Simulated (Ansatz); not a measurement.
# C₄H₄N₂: how energies converge with the basis set

An exercise on one series of results from a longer session: the logs are not shown, and one member is left open.

Computed with Ansatz 0.2.0, Gaussian basis. Level: one geometry, several basis sets.

The runs, in order: PBE0-D4/def2-SVP; ωB97M-V/def2-SVP; PBE0-D4/def2-QZVPP; ωB97M-V/def2-QZVPP; the functionals' def2-TZVPP values are taken from earlier runs.

### Structure used throughout

An earlier PBE0-D4 in a triple-zeta def2 set relaxation fixed the geometry.

10 atoms, charge 0, spin multiplicity 1.

Atoms are counted from 1 here; the program's logs count them from 0.

Bond lengths: C1–C2 1.375 Å, C1–C6 1.389 Å, C1–H7 1.083 Å, C2–C3 1.389 Å, C2–H8 1.083 Å, C3–N4 1.326 Å, C3–H9 1.085 Å, N4–N5 1.318 Å, N5–C6 1.326 Å, C6–H10 1.085 Å. Angles: C2–C1–C6 116.8°, C2–C1–H7 122.3°, C6–C1–H7 120.9°, C1–C2–C3 116.8°, C1–C2–H8 122.3°, C3–C2–H8 120.9°, C2–C3–N4 123.6°, C2–C3–H9 121.3°, N4–C3–H9 115.0°, C3–N4–N5 119.6°, N4–N5–C6 119.6°, C1–C6–N5 123.6°, C1–C6–H10 121.3°, N5–C6–H10 115.0°.

Set-up of the first run:

in.yaml reads:

```yaml
crystal:
  periodic: [false, false, false]
  atoms:
    - {symbol: C, position_ang: [0.803829, -0.300944, -0.624348]}
    - {symbol: C, position_ang: [0.096688, -1.007362, 0.319988]}
    - {symbol: C, position_ang: [-0.915591, -0.325758, 0.983120]}
    - {symbol: N, position_ang: [-1.221125, 0.943415, 0.750665]}
    - {symbol: N, position_ang: [-0.543511, 1.620334, -0.154235]}
    - {symbol: C, position_ang: [0.435217, 1.023662, -0.820763]}
    - {symbol: H, position_ang: [1.611468, -0.744774, -1.194101]}
    - {symbol: H, position_ang: [0.309226, -2.045682, 0.544941]}
    - {symbol: H, position_ang: [-1.519771, -0.811851, 1.742154]}
    - {symbol: H, position_ang: [0.943572, 1.648960, -1.547420]}
basis:
  gaussian: {orbitals: def2-SVP}
hamiltonian: {xc: pbe0, dispersion: d4}
output: {orbitals: {seedname: orbitals}}
```

Launch:

```
$ ansatz run in.yaml --threads 4 --pin off --events-out ev --progress --plain --max-ram 10444MiB
```

Steps of the session up to this table: PBE0-D4 in def2-SVP; ωB97M-V in def2-SVP; PBE0-D4 in def2-QZVPP; ωB97M-V in def2-QZVPP.

One table of the session follows, with a row left open; its other results are not shown here.

It belongs to the step «Density functionals: the series». 

```
functional       basis  HOMO (eV)
   PBE0-D4    def2-SVP          ?
   PBE0-D4  def2-TZVPP      -6.83
   PBE0-D4  def2-QZVPP      -6.87
   ωB97M-V    def2-SVP      -9.04
   ωB97M-V  def2-TZVPP      -9.28
   ωB97M-V  def2-QZVPP      -9.32
```

Q: Estimate the row for PBE0-D4, def2-SVP from the others.

As computed: HOMO (eV): -6.62. In the column «HOMO (eV)» it is the highest.
